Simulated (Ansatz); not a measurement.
# Cu: how much relativity matters

Aim: hold the cell of Cu and change the physics step by step: no relativity; spin-orbit coupling on.

Method: DFT, at the level named in each step, in Ansatz 0.2.0.

2 further runs of the same task are left out: 1 that didn't finish, 1 set aside as unsound or not needed.

## (1) The starting structure

The structure is cubic, space group Fm-3m (No. 225). The conventional cell has a = 3.630 Å, b = 3.630 Å, c = 3.630 Å, α = 90.00°, β = 90.00°, γ = 90.00°. Cu (site symmetry m-3m) has 12 Cu at 2.57 Å as nearest neighbours.

Coordinates:

```cif
data_structure
_symmetry_space_group_name_H-M 'Fm-3m'
_symmetry_Int_Tables_number 225
_cell_length_a 3.6298
_cell_length_b 3.6298
_cell_length_c 3.6298
_cell_angle_alpha 90.000
_cell_angle_beta 90.000
_cell_angle_gamma 90.000
_cell_volume 47.82
loop_
_atom_site_label
_atom_site_type_symbol
_atom_site_symmetry_multiplicity
_atom_site_Wyckoff_symbol
_atom_site_fract_x
_atom_site_fract_y
_atom_site_fract_z
_atom_site_occupancy
Cu1 Cu 4 a 0.00000 0.00000 0.00000 1
```

The file gives the conventional cell by its symmetry; the runs use the cell typed in the input.

The cell was relaxed by PAW from a hypothetical start (fcc type); it needn't be the stable phase of this composition.

## (2) No relativity, LAPW

Input file input.yaml:

```yaml
crystal:
  lattice:
    - [0.0, 1.8148843201, 1.8148843201]
    - [1.8148843201, 0.0, 1.8148843201]
    - [1.8148843201, 1.8148843201, 0.0]
  atoms:
    - { symbol: Cu, position: [0.0, 0.0, 0.0] }
kpoints:
  mp_grid: { grid: [20, 20, 20] }
  band_path:
    path:
      - [0.0, 0.0, 0.0]
      - [0.5, 0.0, 0.5]
      - [0.625, 0.25, 0.625]
      - [0.375, 0.375, 0.75]
      - [0.0, 0.0, 0.0]
      - [0.5, 0.5, 0.5]
      - [0.5, 0.25, 0.75]
      - [0.5, 0.0, 0.5]
    npoints: 5
scf:
  occupations: { method: fermi_dirac, width: 0.03 }
hamiltonian:
  xc: pbe
  pseudopotentials:
    kind: all_electron
    lapw: { basis_error: 0.0005 }
    relativity: none
output:
  forces: true
  stress: true
  eigenvalues: true
```

Run with:

```console
ansatz run input.yaml --threads 1 --pin off --max-ram 2048MiB --backend cpu --events-out ev --progress --plain --runs-dir out
```

## (3) Spin-orbit coupling on, LAPW

input.yaml, as its differences from that of step 2:

```diff
@@ -24,6 +24,3 @@
   xc: pbe
-  pseudopotentials:
-    kind: all_electron
-    lapw: { basis_error: 0.0005 }
-    relativity: none
+  pseudopotentials: { kind: all_electron, lapw: { basis_error: 0.0005 } }
 output:
@@ -32 +29,4 @@
   eigenvalues: true
+magnetization:
+  noncollinear: true
+  spin_orbit: true
```

## (4) Spin-orbit coupling on, PAW

input.yaml, as its differences from that of step 3:

```diff
@@ -24,3 +24,3 @@
   xc: pbe
-  pseudopotentials: { kind: all_electron, lapw: { basis_error: 0.0005 } }
+  pseudopotentials: { kind: paw_fr }
 output:
@@ -29,2 +29,3 @@
   eigenvalues: true
+  efg: { contact_densities: true }
 magnetization:
```

(Steps that only read results are left out.)

Q: Predict the outcome of this session. Wanted: pressure, no relativity, LAPW; pressure, spin-orbit coupling on, LAPW.

The runs gave:

```
                              quantity      value
         pressure, no relativity, LAPW   4.12 GPa
pressure, spin-orbit coupling on, LAPW  -0.05 GPa
```

In words: Going from no relativity to the run with spin-orbit coupling (scalar and spin-orbit effects together) moves the pressure by -4.16 GPa; the heaviest element has Z = 29. With spin-orbit coupling: in pressure, PAW differs from LAPW by +0.03 GPa.
